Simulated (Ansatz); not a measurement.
# What a trial cell of Cd₂Fe relaxes into

The calculation used DFT PBE, scalar-relativistic, plane waves, PAW (Ansatz 0.2.0). Cutoff 420 eV, Γ-centred k mesh, Gaussian smearing, collinear spin, first started from parallel moments.

A relaxed cell is given with its space group left out.

```yaml
crystal:
  lattice:
    - [0.00000, 3.89053, 3.89053]
    - [3.89053, 0.00000, 3.89053]
    - [3.89053, 3.89053, 0.00000]
  atoms:
    - { symbol: Cd, position: [0.12500, 0.12500, 0.12500] }
    - { symbol: Cd, position: [0.62500, 0.12500, 0.12500] }
    - { symbol: Cd, position: [0.12500, 0.12500, 0.62500] }
    - { symbol: Cd, position: [0.12500, 0.62500, 0.12500] }
    - { symbol: Fe, position: [0.50000, 0.50000, 0.50000] }
    - { symbol: Fe, position: [0.75000, 0.75000, 0.75000] }
```

The zero of energy is the elements' standard structures at the same level; no fitted shifts are applied.

Question: What space group does it have?

Answer: Fd-3m (No. 227). Conventional cell: a = 7.781 Å. Around Cd lie 6 Cd at 2.75 Å and 6 Fe at 3.23 Å; around Fe lie 12 Cd at 3.23 Å and 4 Fe at 3.37 Å.

Question: How far does it lie from the elements in energy?

Answer: 0.62 eV/atom.

Question: Is it a metal?

Answer: Yes, bands cross the Fermi level on the 8×8×8 mesh.

Question: What net moment does it keep?

Answer: 0.97 μB per atom, with site moments up to 3.10 μB.

The final run used a 8×8×8 mesh on its 6-atom cell and 0.10 eV smearing. For metals, differences of a few meV/atom aren't resolved. The cell came from a trial start, so Cd₂Fe may not exist in this structure.

Cost: 2 runs of about 2.8 core-minutes in all, on Intel Xeon Platinum 8259CL (Skylake/Cascade Lake) (shared hosts).